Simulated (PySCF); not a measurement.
BN, quintet: the ladder up to full CI

Geometry: that of the BN, triplet, kept fixed. The singlet lies 5.0 eV lower here.

```
atom   x (Å)   y (Å)   z (Å)
   B  0.0000  0.0000  0.0000
   N  0.0000  0.0000  1.3155
```

Basis 6-31G; PySCF 2.14.0. Only valence electrons are correlated (noble-gas cores frozen), which leaves 8 electrons in 16 orbitals. R marks a restricted (for open shells ROHF) determinant, U an unrestricted one.

Full CI is exact within this basis and frozen core; it isn't the basis-set limit. The frozen core follows each run's orbitals, which can shift R against U totals by a few meV.

- UHF ⟨S²⟩: 6.005
- T1 diagnostic (ROHF- or RHF-based CCSD): 0.0200
- largest doubles amplitude (ROHF- or RHF-based CCSD): 0.040
- T1 diagnostic (UCCSD): 0.0173

Problem. From what is known of these methods and the diagnostics, rank them by the size of their error in total energy against full CI in 6-31G, smallest first (an estimate: the text doesn't fix the numbers).
A. UMP2
B. UCCSDT
C. UCCSD(T)
D. RCCSD
E. UHF

Solution. B (1 meV), C (11 meV), D (45 meV), A (470 meV), E (2188 meV).

All errors are against full CI in 6-31G. Within each family the higher level lies nearer, as is usual though not guaranteed.

The full-CI state has the irrep B2 of C2v, in the program's axes (one component, if the state is degenerate).

Natural occupations of full CI about the gap: 1.980 1.967 0.999 0.995 0.993 0.992 0.021 0.019 0.014 0.007; effectively unpaired electrons, Σ n²(2−n)², 4.01.
